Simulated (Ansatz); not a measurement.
# AlH2O2 (SMILES [OH][Al][OH]) at 6 levels

We compute a comparison of 6 runs (U-r2SCAN0/STO-3G, U-wB97X/STO-3G, UB3LYP/STO-3G, UCAM-B3LYP/STO-3G, RPA@PBE/STO-3G, UCCSD(T)/STO-3G) of AlH2O2. 

The results are computed with Ansatz 0.2.0.

52 further runs of the same task are left out: 3 that didn't finish, 49 set aside as unsound or not needed.

## 1. The system as given

AlH2O2 has 5 atoms, charge 0, and is taken as a doublet. SMILES: `[OH][Al][OH]`. The H5–O3 distance was set to 2.391 Å, away from the relaxed value. At this shape a bond of the SMILES string is far longer than usual.

Bond lengths: O1–Al2 1.696 Å, Al2–O3 1.703 Å, O1–H4 0.958 Å. Angles: O1–Al2–O3 119.0°, Al2–O1–H4 122.5°.

## 2. A single-point energy at U-r2SCAN0/STO-3G (run 1)

input.yaml

```yaml
crystal:
  periodic: [false, false, false]
  atoms:
    - symbol: O
      position_ang: [-2.947025, 0.000144, -0.493095]
    - symbol: Al
      position_ang: [-1.355025, -0.500356, -0.190595]
    - symbol: O
      position_ang: [-0.124125, 0.673044, -0.095595]
    - symbol: H
      position_ang: [-3.183225, 0.920544, -0.614795]
    - symbol: H
      position_ang: [2.165100, 0.131800, 0.330400]
basis:
  gaussian:
    orbitals: STO-3G
magnetization:
  spin_polarized: true
  initial_magnetization: 1
hamiltonian:
  xc: {name: r2SCAN0}
accuracy: high
```

On the command line:

```bash
$ ansatz run input.yaml --threads 1 --pin off --max-ram 2610MiB --events-out events.jsonl --progress --plain --runs-dir runs
```

What it wrote:

```text
Warning: RAYON_NUM_THREADS=1 ignored (pool sized by the plan → 1); use --threads N
Functional definition: r2SCAN0
  name "r2SCAN0"
  parameter a = 0.25
  parameter k0 = 0.174
  parameter k1 = 0.065
  parameter a1 = 4.9479
  exchange = (1 - a)*r2scan_x(k0 = k0, k1 = k1, a1 = a1) + a*exact_x
  correlation = r2scan_c
376 factors; integrals over basis functions are off by at most 3.9e-8 eV
mean field evaluation 1: about -10568.3812 eV, gradient 3.1e1 eV
mean field evaluation 2: about -10472.6366 eV, gradient 1.1e2 eV
mean field evaluation 4: about -10577.7355 eV, gradient 9.2e0 eV
mean field evaluation 8: about -10578.2343 eV, gradient 1.8e0 eV
mean field evaluation 16: about -10578.8282 eV, gradient 2.9e-3 eV
mean field evaluation 32: about -10578.5309 eV, gradient 2.3e-2 eV
mean field evaluation 64: about -10578.5310 eV, gradient 7.3e-4 eV
mean field evaluation 96: about -10575.8925 eV, gradient 9.1e0 eV
mean field -10578.84932256 eV, -388.7655420024 hartree, gradient 5.2e-8 eV, S^2 1.510833; 10 other end points of the search recorded, 0 dependent functions left out
reference -10578.84932338 eV, -388.7655420327 hartree; 16, 15 occupied and 5, 6 virtual orbitals, 376 factors
Total energy: -10578.84932338 eV, -388.7655420327 hartree
```

Run time: 21 s. Hardware: 1 thread of Arm Neoverse V1, shared host; peak memory 0.24 GiB.

## 3. The energy at U-wB97X/STO-3G (run 2)

input.yaml

```yaml
crystal:
  periodic: [false, false, false]
  atoms:
    - {symbol: O, position_ang: [-2.947025, 0.000144, -0.493095]}
    - {symbol: Al, position_ang: [-1.355025, -0.500356, -0.190595]}
    - {symbol: O, position_ang: [-0.124125, 0.673044, -0.095595]}
    - {symbol: H, position_ang: [-3.183225, 0.920544, -0.614795]}
    - {symbol: H, position_ang: [2.165100, 0.131800, 0.330400]}
basis:
  gaussian:
    orbitals: STO-3G
hamiltonian:
  xc: {name: wB97X}
accuracy: high
magnetization:
  spin_polarized: true
  initial_magnetization: 1
```

On the command line:

```bash
$ ansatz run input.yaml --threads 1 --pin off --max-ram 2610MiB --events-out events.jsonl --progress --plain --runs-dir runs
```

What it wrote, cut to the lines that bear on the results:

```text
Warning: RAYON_NUM_THREADS=1 ignored (pool sized by the plan → 1); use --threads N
Functional definition: wB97X
  name "wB97X"
[...]
      + exact_x_lr(omega)
[...]
      + integral(e_c_pw_opposite_spin*poly(b97_u_opposite, 1, cos1, cos2, cos3, cos4))
376 factors; integrals over basis functions are off by at most 3.9e-8 eV
152 factors; integrals over basis functions are off by at most 7.9e-10 eV
[...]
mean field -10579.87322772 eV, -388.8031698231 hartree, gradient 2.1e-8 eV, S^2 1.467748; 14 other end points of the search recorded, 0 dependent functions left out
reference -10579.87322679 eV, -388.8031697888 hartree; 16, 15 occupied and 5, 6 virtual orbitals, 376 factors
Total energy: -10579.87322679 eV, -388.8031697888 hartree
```

Run time: 45 s. Hardware: 1 thread of Arm Neoverse V1, shared host; peak memory 0.43 GiB.

Runs 3 to 5 aren't shown in full; the table further down has their settings and results.

## 4. A single-point energy at UCCSD(T)/STO-3G (run 6)

job.yaml

```yaml
crystal:
  periodic: [false, false, false]
  atoms:
    - {symbol: O, position_ang: [-2.947025, 0.000144, -0.493095]}
    - {symbol: Al, position_ang: [-1.355025, -0.500356, -0.190595]}
    - {symbol: O, position_ang: [-0.124125, 0.673044, -0.095595]}
    - {symbol: H, position_ang: [-3.183225, 0.920544, -0.614795]}
    - {symbol: H, position_ang: [2.165100, 0.131800, 0.330400]}
basis:
  gaussian:
    orbitals: STO-3G
accuracy: high
correlation:
  method: ccsd_t
  frozen_orbitals: {Al: 5, H: 0, O: 1}
scf:
  omitted_lower_state_checks: [cluster_reference, increment]
magnetization:
  spin_polarized: true
  initial_magnetization: 1
```

On the command line:

```bash
$ ansatz run job.yaml --threads 1 --pin off --max-ram 2610MiB --events-out events.jsonl --progress --plain --runs-dir runs
```

What it wrote:

```text
Warning: RAYON_NUM_THREADS=1 ignored (pool sized by the plan → 1); use --threads N
[... 18 lines left out ...]
7 core orbitals not correlated: weight in the atoms' cores, before any rotation towards them, 1.000 or more for the frozen orbitals, at most 0.000 for the correlated occupied ones
[... 82 lines left out ...]
Total energy: -10553.35934512 eV, -387.8288026094 hartree
Checks for a lower state left out: cluster_reference, increment
```

Wall time 1.3 s (1 thread of Arm Neoverse V1, shared host).

## 5. Overview of the runs

| run | level | frozen core orbitals | energy (Eh) | ⟨S²⟩ | wall time |
| --- | --- | --- | --- | --- | --- |
| 1 | U-r2SCAN0/STO-3G | – | -388.765542 | 1.511 | 21 s |
| 2 | U-wB97X/STO-3G | – | -388.803170 | 1.468 | 45 s |
| 3 | UB3LYP/STO-3G | – | -388.846343 | 1.313 | 9 s |
| 4 | UCAM-B3LYP/STO-3G | – | -388.756353 | 1.427 | 9.9 s |
| 5 | RPA@PBE/STO-3G | 7 | -387.890174 | 1.088 | 9.3 s |
| 6 | UCCSD(T)/STO-3G | 7 | -387.828803 | 1.680 | 1.3 s |

## 6. What came out

```
                                          quantity          value
                               run 6: total energy  -387.82880 Eh
run 6: correlation energy (7 core orbitals frozen)     -106.2 mEh
                             run 6: (T) correction      -6.74 mEh
          run 6: ⟨S²⟩ of the reference determinant          1.680
                              run 6: T1 diagnostic          0.078
```

In words: Totals of different functionals can't be ranked against each other. In runs 1, 2, 3, 4, 5, 6 the basis is minimal, so the values are rough. Spin contamination of the reference: run 6 ⟨S²⟩ = 1.68, run 1 ⟨S²⟩ = 1.51, run 2 ⟨S²⟩ = 1.47, run 4 ⟨S²⟩ = 1.43, run 3 ⟨S²⟩ = 1.31, run 5 ⟨S²⟩ = 1.09. Where it is this large, the reference is a mixture of spin states, and values that rest on it are in doubt. All runs together took 96 s, the longest 45 s.
